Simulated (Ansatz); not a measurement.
```yaml
crystal:
  periodic: [false, false, false]
  atoms:
    - {symbol: Si, position_ang: [0.000000, 0.000000, -1.624583]}
    - {symbol: O, position_ang: [0.000000, 0.000000, 0.000000]}
    - {symbol: Si, position_ang: [0.000000, 0.000000, 1.624583]}
basis:
  gaussian: {orbitals: def2-TZVP}
magnetization: {spin_polarized: true, initial_magnetization: 2}
hamiltonian: {xc: pbe0}
relax: {f_tol: 0.004, max_steps: 80}
```

```sh
$ ansatz run in.yaml --threads 1 --pin off --events-out ev --progress --plain --max-ram 2176MiB
```

Steps of the relaxation (energy above the last step; positions in Å, forces in eV/Å):

```
3
step 1, 6.2 meV
Si    0.000    0.000   -1.625    0.000    0.000   -0.464
O     0.000    0.000    0.000    0.000    0.000    0.000
Si    0.000    0.000    1.625    0.000    0.000    0.464
```

```
3
step 2, 2.0 meV
Si    0.000    0.000   -1.630    0.000    0.000   -0.261
O     0.000    0.000    0.000    0.000    0.000    0.000
Si    0.000    0.000    1.630    0.000    0.000    0.261
```

```
3
step 3, 0.0 meV
Si    0.000    0.000   -1.638    0.000    0.000   -0.007
O     0.000    0.000    0.000    0.000    0.000    0.000
Si    0.000    0.000    1.638    0.000    0.000    0.007
```

```
3
step 4, 0.0 meV
Si    0.000    0.000   -1.638    0.000    0.000    0.000
O     0.000    0.000    0.000    0.000    0.000    0.000
Si    0.000    0.000    1.638    0.000    0.000    0.000
```

Close pairs at the end: O2–Si3 1.638 Å, Si1–O2 1.638 Å.

A stationary point of unrestricted PBE0 after 4 steps, with ⟨S²⟩ = 2.024 against 2.00 for a pure state; no frequencies were run, so it isn't proven a minimum. 69 s on 1 thread of Intel Xeon Platinum 8259CL, shared host.
